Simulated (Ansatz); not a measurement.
**SiN₂H₆: small, medium and large basis sets**

An exercise on one series of results from a longer session: the logs are not shown, and one member is left open.

Program: Ansatz 0.2.0, Gaussian basis. Level of theory: one geometry, several basis sets. These are calculated values, not measurements.

Levels to be run: PBE0-D4/def2-SVP; ωB97M-V/def2-SVP; PBE0-D4/def2-QZVPP; ωB97M-V/def2-QZVPP; CCSD(T)/cc-pV(D+d)Z; CCSD(T)/cc-pV(T+d)Z; CCSD(T)/cc-pV(Q+d)Z; the functionals' def2-TZVPP values are taken from earlier runs.

## The relaxed structure

An earlier PBE0-D4 in a triple-zeta def2 set relaxation fixed the geometry.

SMILES `NN[SiH3]`, 9 atoms, charge 0, spin multiplicity 1.

Atoms are counted from 1 here; the program's logs count them from 0.

Bond lengths: N1–N2 1.407 Å, N1–H4 1.014 Å, N1–H5 1.013 Å, N2–Si3 1.714 Å, N2–H6 1.005 Å, Si3–H7 1.494 Å, Si3–H8 1.491 Å, Si3–H9 1.486 Å. Angles: N2–N1–H4 110.8°, N2–N1–H5 110.1°, H4–N1–H5 108.5°, N1–N2–Si3 123.5°, N1–N2–H6 112.1°, Si3–N2–H6 123.5°, N2–Si3–H7 112.3°, N2–Si3–H8 110.9°, N2–Si3–H9 107.1°, H7–Si3–H8 106.4°, H7–Si3–H9 109.8°, H8–Si3–H9 110.4°.

The first run:

File in.yaml:

```yaml
crystal:
  periodic: [false, false, false]
  atoms:
    - {symbol: N, position_ang: [-0.558798, 0.925039, -1.203119]}
    - {symbol: N, position_ang: [-0.285456, 0.708205, 0.159691]}
    - {symbol: Si, position_ang: [0.408446, -0.736644, 0.767485]}
    - {symbol: H, position_ang: [0.267926, 0.761311, -1.767474]}
    - {symbol: H, position_ang: [-1.290546, 0.297563, -1.515551]}
    - {symbol: H, position_ang: [-0.377522, 1.549257, 0.701780]}
    - {symbol: H, position_ang: [1.729201, -1.040038, 0.139617]}
    - {symbol: H, position_ang: [-0.469783, -1.907347, 0.484548]}
    - {symbol: H, position_ang: [0.576533, -0.557346, 2.233034]}
basis:
  gaussian: {orbitals: def2-SVP}
hamiltonian: {xc: pbe0, dispersion: d4}
output: {orbitals: {seedname: orbitals}}
```

Started as:

```console
$ ansatz run in.yaml --threads 2 --pin off --events-out ev --progress --plain --max-ram 32768MiB --backend cpu
```

Steps of the session up to this table: PBE0-D4 in def2-SVP; ωB97M-V in def2-SVP; PBE0-D4 in def2-QZVPP; ωB97M-V in def2-QZVPP.

One of the session's tables, all rows but one given; the rest of the session is left out.

It belongs to the step «Functionals by basis». 

| functional | basis | HOMO (eV) | LUMO (eV) |
| --- | --- | --- | --- |
| PBE0-D4 | def2-SVP | -6.83 | 0.97 |
| PBE0-D4 | def2-TZVPP | -7.02 | 0.38 |
| PBE0-D4 | def2-QZVPP | ? | ? |
| ωB97M-V | def2-SVP | -9.17 | 2.79 |
| ωB97M-V | def2-TZVPP | -9.38 | 1.95 |
| ωB97M-V | def2-QZVPP | -9.42 | 1.59 |

Estimate the missing values for PBE0-D4, def2-QZVPP.

As computed: HOMO (eV): -7.06; LUMO (eV): 0.18. In the column «HOMO (eV)» it lies between ωB97M-V, def2-SVP (-9.17) and PBE0-D4, def2-TZVPP (-7.02).
